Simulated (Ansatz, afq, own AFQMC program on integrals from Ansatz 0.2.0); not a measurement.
# Al2H4+ (doublet): AFQMC on the coupled-cluster ladder, cc-pVDZ

Aim: compute Al2H4+ (doublet) with auxiliary-field quantum Monte Carlo on the same integrals as coupled cluster, and set the energies side by side.

The runs use Ansatz 0.2.0, Gaussian basis, and an in-house AFQMC program (afq) on its integrals; all values are calculated; cc-pVDZ, frozen cores.

To be run: PBE (unrestricted); r2SCAN (unrestricted); PBE0 (unrestricted); B3LYP (unrestricted); wB97M-V (unrestricted); B2PLYP (unrestricted); CCSD(T) on UHF; Phaseless AFQMC, CISD trial on UHF.

**1. The system**

The geometry is a PBE0/def2-TZVP stationary point (not a proven minimum) of the parent state, kept for this charge and spin.

6 atoms, charge 1, spin multiplicity 2.

Atoms are counted from 1 here; the program's logs count them from 0.

Bond lengths: Al1–Al2 2.617 Å, Al1–H3 1.595 Å, Al1–H4 1.595 Å, Al2–H5 1.595 Å, Al2–H6 1.595 Å. Angles: Al2–Al1–H3 121.9°, Al2–Al1–H4 121.9°, H3–Al1–H4 116.1°, Al1–Al2–H5 121.9°, Al1–Al2–H6 121.9°, H5–Al2–H6 116.1°.

As a file:

```
atom   x (Å)    y (Å)    z (Å)
 Al1  0.0000   0.0000   1.3086
 Al2  0.0000   0.0000  -1.3086
  H3  0.0000   1.3533   2.1524
  H4  0.0000  -1.3533   2.1524
  H5  0.0000   1.3533  -2.1524
  H6  0.0000  -1.3533  -2.1524
```

**2. PBE (unrestricted)**

File in.yaml:

```yaml
crystal:
  periodic: [false, false, false]
  atoms:
    - {symbol: Al, position_ang: [0.000000, 0.000000, 1.308589]}
    - {symbol: Al, position_ang: [0.000000, 0.000000, -1.308589]}
    - {symbol: H, position_ang: [0.000000, 1.353331, 2.152404]}
    - {symbol: H, position_ang: [0.000000, -1.353331, 2.152404]}
    - {symbol: H, position_ang: [0.000000, 1.353331, -2.152404]}
    - {symbol: H, position_ang: [0.000000, -1.353331, -2.152404]}
basis:
  gaussian: {orbitals: cc-pVDZ}
total_charge: 1
magnetization: {spin_polarized: true, initial_magnetization: 1}
hamiltonian: {xc: {name: PBE}}
output: {orbitals: {seedname: orbitals}}
```

Started as:

```
$ ansatz run in.yaml --threads 1 --pin off --events-out ev --progress --plain --max-ram 1843MiB
```

Log:

```text
Functional definition: PBE
  name "PBE"
  cite "Perdew, Burke & Ernzerhof, Phys. Rev. Lett. 77, 3865 (1996) doi:10.1103/PhysRevLett.77.3865"
  parent pbe
  parameter kappa = 0.804
  parameter beta = 0.06672455060314922
  exchange = pbe_x(kappa = kappa, mu = beta*pi^2/3)
  correlation = pbe_c(beta = beta)
738 factors; their error is unknown
mean field evaluation 1: about -13238.8957 eV, gradient 1.4e1 eV
mean field evaluation 2: about -13236.8285 eV, gradient 1.6e1 eV
mean field evaluation 4: about -13240.7390 eV, gradient 5.1e-1 eV
mean field evaluation 8: about -13240.6986 eV, gradient 3.5e-3 eV
mean field evaluation 16: about -13239.4351 eV, gradient 5.1e0 eV
mean field evaluation 32: about -13239.8204 eV, gradient 7.6e-1 eV
mean field -13240.69860722 eV, -486.5866989476 hartree, gradient 8.8e-6 eV, S^2 0.752485; 6 other end points of the search recorded, 0 dependent functions left out
reference -13240.69865658 eV, -486.5867007615 hartree; 15, 14 occupied and 41, 42 virtual orbitals, 738 factors
Total energy: -13240.69865658 eV, -486.5867007615 hartree
```

Wall time 8 s (1 thread of Arm Neoverse N1, shared host); peak memory 0.26 GiB.

From the report: ⟨S²⟩ of the determinant 0.752 (pure doublet: 0.75).

**3. r2SCAN (unrestricted)**

in.yaml: that of step 2 with these lines changed.

```diff
@@ -13,3 +13,2 @@
 magnetization: {spin_polarized: true, initial_magnetization: 1}
-hamiltonian: {xc: {name: PBE}}
-output: {orbitals: {seedname: orbitals}}
+hamiltonian: {xc: {name: r2SCAN}}
```

Same command.

Log:

```text
Functional definition: r2SCAN
  name "r2SCAN"
  cite "Furness, Kaplan, Ning, Perdew & Sun, J. Phys. Chem. Lett. 11, 8208 (2020) doi:10.1021/acs.jpclett.0c02405"
  cite "Furness, Kaplan, Ning, Perdew & Sun, J. Phys. Chem. Lett. 11, 9248 (2020) doi:10.1021/acs.jpclett.0c03077"
  parent r2scan
  parameter k0 = 0.174
  parameter k1 = 0.065
  parameter a1 = 4.9479
  exchange = r2scan_x(k0 = k0, k1 = k1, a1 = a1)
  correlation = r2scan_c
738 factors; their error is unknown
mean field evaluation 1: about -13245.6088 eV, gradient 1.1e1 eV
mean field evaluation 2: about -13245.7288 eV, gradient 1.0e1 eV
mean field evaluation 4: about -13246.8617 eV, gradient 1.4e-1 eV
mean field evaluation 8: about -13246.8197 eV, gradient 1.0e-2 eV
mean field evaluation 16: about -13246.8197 eV, gradient 1.6e-5 eV
mean field evaluation 32: about -13246.8009 eV, gradient 1.1e0 eV
mean field -13246.81966000 eV, -486.8116434883 hartree, gradient 1.3e-5 eV, S^2 0.756818; 3 other end points of the search recorded, 0 dependent functions left out
reference -13246.81967871 eV, -486.8116441758 hartree; 15, 14 occupied and 41, 42 virtual orbitals, 738 factors
Total energy: -13246.81967871 eV, -486.8116441758 hartree
```

It took 15 s on 1 thread of Arm Neoverse N1, shared host; peak memory 0.26 GiB.

From the report: ⟨S²⟩ of the determinant 0.757 (pure doublet: 0.75).

**4. PBE0 (unrestricted)**

in.yaml: that of step 3 with these lines changed.

```diff
@@ -13,2 +13,3 @@
 magnetization: {spin_polarized: true, initial_magnetization: 1}
-hamiltonian: {xc: {name: r2SCAN}}
+hamiltonian: {xc: {name: PBE0}}
+output: {orbitals: {seedname: orbitals}}
```

Launched as before.

Log:

```text
Functional definition: PBE0
  name "PBE0"
  cite "Adamo & Barone, J. Chem. Phys. 110, 6158 (1999) doi:10.1063/1.478522"
  cite "Perdew, Burke & Ernzerhof, Phys. Rev. Lett. 77, 3865 (1996) doi:10.1103/PhysRevLett.77.3865"
  parent pbe
  parameter a = 0.25
  parameter kappa = 0.804
  parameter beta = 0.06672455060314922
  exchange = (1 - a)*pbe_x(kappa = kappa, mu = beta*pi^2/3) + a*exact_x
  correlation = pbe_c(beta = beta)
532 factors; integrals over basis functions are off by at most 1.0e-3 eV
mean field evaluation 1: about -13241.1849 eV, gradient 9.5e0 eV
mean field evaluation 2: about -13241.6827 eV, gradient 5.6e0 eV
mean field evaluation 4: about -13242.0334 eV, gradient 8.6e-1 eV
mean field evaluation 8: about -13242.0870 eV, gradient 2.2e-2 eV
mean field evaluation 16: about -13242.0870 eV, gradient 5.9e-5 eV
mean field -13242.08698477 eV, -486.6377208812 hartree, gradient 5.9e-5 eV, S^2 0.755498; 1 other end points of the search recorded, 0 dependent functions left out
reference -13242.08702181 eV, -486.6377222427 hartree; 15, 14 occupied and 41, 42 virtual orbitals, 532 factors
Total energy: -13242.08702181 eV, -486.6377222427 hartree
```

Run time: 3.8 s. Hardware: 1 thread of Arm Neoverse N1, shared host; peak memory 0.26 GiB.

From the report: ⟨S²⟩ of the determinant 0.755 (pure doublet: 0.75).

**5. B3LYP (unrestricted)**

in.yaml: that of step 4 with these lines changed.

```diff
@@ -13,3 +13,2 @@
 magnetization: {spin_polarized: true, initial_magnetization: 1}
-hamiltonian: {xc: {name: PBE0}}
-output: {orbitals: {seedname: orbitals}}
+hamiltonian: {xc: {name: B3LYP}}
```

Launched as before.

Log, cut to the lines that bear on the results:

```text
Functional definition: B3LYP
  name "B3LYP"
  cite "Stephens, Devlin, Chabalowski & Frisch, J. Phys. Chem. 98, 11623 (1994) doi:10.1021/j100096a001"
  cite "Becke, Phys. Rev. A 38, 3098 (1988) doi:10.1103/PhysRevA.38.3098"
  cite "Lee, Yang & Parr, Phys. Rev. B 37, 785 (1988) doi:10.1103/PhysRevB.37.785"
  cite "Vosko, Wilk & Nusair, Can. J. Phys. 58, 1200 (1980) doi:10.1139/p80-159"
[...]
532 factors; integrals over basis functions are off by at most 1.0e-3 eV
[...]
mean field -13249.81528019 eV, -486.9217304996 hartree, gradient 6.4e-5 eV, S^2 0.755073; 1 other end points of the search recorded, 0 dependent functions left out
reference -13249.81555619 eV, -486.9217406426 hartree; 15, 14 occupied and 41, 42 virtual orbitals, 532 factors
Total energy: -13249.81555619 eV, -486.9217406426 hartree
```

It took 3.5 s on 1 thread of Arm Neoverse N1, shared host; peak memory 0.26 GiB.

From the report: ⟨S²⟩ of the determinant 0.755 (pure doublet: 0.75).

**6. wB97M-V (unrestricted)**

in.yaml: that of step 5 with these lines changed.

```diff
@@ -13,2 +13,3 @@
 magnetization: {spin_polarized: true, initial_magnetization: 1}
-hamiltonian: {xc: {name: B3LYP}}
+hamiltonian: {xc: {name: wB97M-V}}
+output: {orbitals: {seedname: orbitals}}
```

Same command.

Log, cut to the lines that bear on the results:

```text
Functional definition: wB97M-V
  name "wB97M-V"
  cite "Mardirossian & Head-Gordon, J. Chem. Phys. 144, 214110 (2016) doi:10.1063/1.4952647"
  cite "Becke, J. Chem. Phys. 107, 8554 (1997) doi:10.1063/1.475007"
  cite "Vydrov & Van Voorhis, J. Chem. Phys. 133, 244103 (2010) doi:10.1063/1.3521275"
  # Of w^i u^j: cxij and so on, Table III.
[...]
  gx(w, u) = 1 - cx + cx01*u + cx10*w
  gss(w, u) = css00 + css04*u^4 + css10*w + css20*w^2 + css43*w^4*u^3
  gos(w, u) = cos00 + cos10*w + (cos20 + cos21*u)*w^2 + (cos60 + cos61*u)*w^6
[...]
      + integral(e_c_pw_mod_opposite_spin*gos(b97_w_opposite, b97_u_opposite)) + vv10(b, c)
532 factors; integrals over basis functions are off by at most 1.0e-3 eV
211 factors; integrals over basis functions are off by at most 9.1e-6 eV
[...]
mean field -13246.92436024 eV, -486.8154911510 hartree, gradient 7.4e-5 eV, S^2 0.753569; 1 other end points of the search recorded, 0 dependent functions left out
reference -13246.92441807 eV, -486.8154932762 hartree; 15, 14 occupied and 41, 42 virtual orbitals, 532 factors
Total energy: -13246.92441807 eV, -486.8154932762 hartree
```

Run time: 16 s. Hardware: 1 thread of Arm Neoverse N1, shared host; peak memory 0.26 GiB.

From the report: ⟨S²⟩ of the determinant 0.754 (pure doublet: 0.75).

**7. B2PLYP (unrestricted)**

in.yaml: that of step 6 with these lines changed.

```diff
@@ -13,3 +13,3 @@
 magnetization: {spin_polarized: true, initial_magnetization: 1}
-hamiltonian: {xc: {name: wB97M-V}}
-output: {orbitals: {seedname: orbitals}}
+hamiltonian: {xc: {name: B2PLYP}}
+correlation: {electrons: outside_noble_gas}
```

The command is unchanged.

Log, cut to the lines that bear on the results:

```text
Functional definition: B2PLYP
  name "B2PLYP"
  cite "Grimme, J. Chem. Phys. 124, 034108 (2006) doi:10.1063/1.2148954"
  cite "Becke, Phys. Rev. A 38, 3098 (1988) doi:10.1103/PhysRevA.38.3098"
  cite "Lee, Yang & Parr, Phys. Rev. B 37, 785 (1988) doi:10.1103/PhysRevB.37.785"
[...]
532 factors; integrals over basis functions are off by at most 1.0e-3 eV
[...]
mean field -13240.63212181 eV, -486.5842556539 hartree, gradient 2.1e-6 eV, S^2 0.761114; 2 other end points of the search recorded, 0 dependent functions left out
10 core orbitals not correlated: weight in the atoms' cores, before any rotation towards them, 1.000 or more for the frozen orbitals, at most 0.000 for the correlated occupied ones
reference -13240.63229574 eV, -486.5842620454 hartree; 5, 4 occupied and 41, 42 virtual orbitals, 532 factors
second order -3.98069507 eV of doubles, -0.00000000 eV of singles
Total energy: -13241.70708341 eV, -486.6237597638 hartree
```

Run time: 4 s. Hardware: 1 thread of Arm Neoverse N1, shared host; peak memory 0.26 GiB.

From the report: ⟨S²⟩ of the determinant 0.761 (pure doublet: 0.75).

**8. CCSD(T) on UHF**

in.yaml: that of step 7 with these lines changed.

```diff
@@ -13,3 +13,2 @@
 magnetization: {spin_polarized: true, initial_magnetization: 1}
-hamiltonian: {xc: {name: B2PLYP}}
-correlation: {electrons: outside_noble_gas}
+correlation: {method: ccsd_t, electrons: outside_noble_gas, hamiltonian_folder: ham}
```

Same command.

Log, cut to the lines that bear on the results:

```text
Functional definition: HF
  name "HF"
  cite "Fock, Z. Phys. 61, 126 (1930) doi:10.1007/BF01340294"
  parent pbe
[...]
532 factors; integrals over basis functions are off by at most 1.0e-3 eV
[...]
mean field -13219.60944792 eV, -485.8116866379 hartree, gradient 1.2e-6 eV, S^2 0.766778; 4 other end points of the search recorded, 0 dependent functions left out
determinant -13219.60944792 eV, -485.8116866379 hartree, with singles and doubles -13223.76791565 eV, -485.9645075083 hartree
determinant -13217.27169613 eV, -485.7257758441 hartree, with singles and doubles -13222.00014259 eV, -485.8995430466 hartree
determinant -13216.82031443 eV, -485.7091878728 hartree, with singles and doubles -13221.63562965 eV, -485.8861474432 hartree
10 core orbitals not correlated: weight in the atoms' cores, before any rotation towards them, 1.000 or more for the frozen orbitals, at most 0.000 for the correlated occupied ones
reference -13219.60944792 eV, -485.8116866379 hartree; 5, 4 occupied and 41, 42 virtual orbitals, 532 factors
second order -3.07869396 eV of doubles, -0.00000000 eV of singles
cycle   1  -4.15851070 eV  change   -4.3e-5 eV  update   6.4e-4
[...]
cycle   7  -4.15878485 eV  change   -1.0e-5 eV  update   1.5e-6
perturbative correction -0.07520588 eV, -0.0027637651 hartree
Total energy: -13223.84343865 eV, -485.9672829272 hartree
```

Wall time 4.9 s (1 thread of Arm Neoverse N1, shared host); peak memory 0.26 GiB.

From the report: ⟨S²⟩ of the determinant 0.767 (pure doublet: 0.75); correlation -4.2340 eV; T1 0.020; largest double amplitude 0.04.

This run also writes the integrals to the folder ham.

**9. Phaseless AFQMC, CISD trial on UHF**

It reads the integrals that the CCSD(T) run on this determinant wrote.

Started as:

```
$ afq ham --method phaseless --trial cisd --walkers 60 --populations 1 --least-time 40 --time-step 0.005 --steps-per-block 50 --equilibration-blocks 28 --max-blocks 300 --target-error 0.00036 --factor-cut 1e-05 --start spin_pure --seed 6653 --release-times 0.24,0.5,1,1.5 --release-step 0.02 --release-every 4 --taylor-order 6
```

Log:

```text
orbitals 46  electrons 5 4  factors 350 of 532
reference energy -485.81168664 Eh
CCSD correlation -0.15283249 Eh in 12 cycles, weight of the determinant in the CISD state 0.8874
energy of the start -485.964150 Eh
 block  time / (1/Eh)  mean weight  energy / Eh
     1     0.250  0.9976  -485.962335
     2     0.500  0.9994  -485.962668
     3     0.750  1.0006  -485.962692
     4     1.000  0.9978  -485.963090
     5     1.250  0.9989  -485.963913
     6     1.500  1.0005  -485.963850
     7     1.750  1.0003  -485.964782
     8     2.000  1.0007  -485.965411
     9     2.250  0.9992  -485.966205
    10     2.500  1.0004  -485.967152
    13     3.250  1.0002  -485.967299
    17     4.250  0.9996  -485.967754
    21     5.250  0.9985  -485.965648
    25     6.250  1.0011  -485.965951
    29     7.250  1.0008  -485.970381
    33     8.250  1.0012  -485.969084
    37     9.250  1.0010  -485.968779
    41    10.250  0.9984  -485.969506
    45    11.250  0.9994  -485.969443
    49    12.250  1.0003  -485.968160
    53    13.250  1.0007  -485.967349
    57    14.250  0.9983  -485.967637
    61    15.250  1.0012  -485.965778
    65    16.250  0.9982  -485.964823
    69    17.250  0.9993  -485.967426
    73    18.250  0.9991  -485.969359
    77    19.250  0.9994  -485.968629
    81    20.250  0.9994  -485.969315
    85    21.250  1.0000  -485.969803
    89    22.250  0.9988  -485.968032
    93    23.250  0.9994  -485.967251
    97    24.250  1.0009  -485.968422
   101    25.250  1.0013  -485.968519
   105    26.250  0.9994  -485.968449
   109    27.250  1.0003  -485.969532
   113    28.250  1.0002  -485.968697
   117    29.250  1.0005  -485.967801
   121    30.250  1.0009  -485.969127
   125    31.250  1.0019  -485.969926
   129    32.250  1.0008  -485.970308
   133    33.250  1.0021  -485.968769
   137    34.250  0.9986  -485.969722
   141    35.250  1.0021  -485.969678
   145    36.250  1.0016  -485.967791
   149    37.250  1.0001  -485.965906
   153    38.250  0.9986  -485.967999
   157    39.250  1.0003  -485.966361
   161    40.250  1.0012  -485.967785
   165    41.250  1.0019  -485.967077
   169    42.250  0.9989  -485.969249
   173    43.250  0.9998  -485.968875
   177    44.250  1.0002  -485.966852
   181    45.250  1.0019  -485.967203
   185    46.250  1.0012  -485.966547
blocks merged  error / Eh  count
     1  0.000129  160
     2  0.000159  80
     4  0.000200  40
     8  0.000184  20
    16  0.000237  10
released: time / (1/Eh)  energy / Eh  error  mean overlap
  0.24  -485.968230  0.000245  0.9968
  0.50  -485.968316  0.000240  0.9975
  1.00  -485.968331  0.000344  0.9947
  1.50  -485.968041  0.000279  1.0180
energy -485.968329 +/- 0.000200 Eh
```

It took 9.6 min on 1 thread of Arm Neoverse N1, shared host; peak memory 0.32 GiB.

Energy -13223.8719 ± 0.0054 eV. Caveats: constraint bias not in the error.

**10. AFQMC on the ladder**

On the UHF determinant, counted from CCSD(T) (a yardstick, not exact):

```
                                              level  energy (eV)  from CCSD(T) (kJ/mol)  statistical error (kJ/mol)     time
                                                 HF  -13219.6094                 +408.5                                     
                                                MP2  -13222.6881                 +111.5                                     
                                               CCSD  -13223.7682                   +7.3                                     
                                            CCSD(T)  -13223.8434                    0.0                                     
Phaseless AFQMC, CISD trial, step 0.005, 60 walkers  -13223.8719                   -2.7                         0.5  9.6 min
```

The functionals' totals stand on their own zeros and serve differences with other points: PBE -13240.699 eV; r2SCAN -13246.820 eV; PBE0 -13242.087 eV; B3LYP -13249.816 eV; wB97M-V -13246.924 eV; B2PLYP -13241.707 eV.

**11. Results**

| quantity | value |
| --- | --- |
| Phaseless AFQMC, CISD trial on UHF from CCSD(T) | -2.7 ± 0.5 kJ/mol |

**Reading.** On UHF the phaseless walk with the CISD trial lies -2.7 kJ/mol from CCSD(T), 5 times its error bar. Error bars are statistical and leave out the constraint, the time step and what remains of the start.
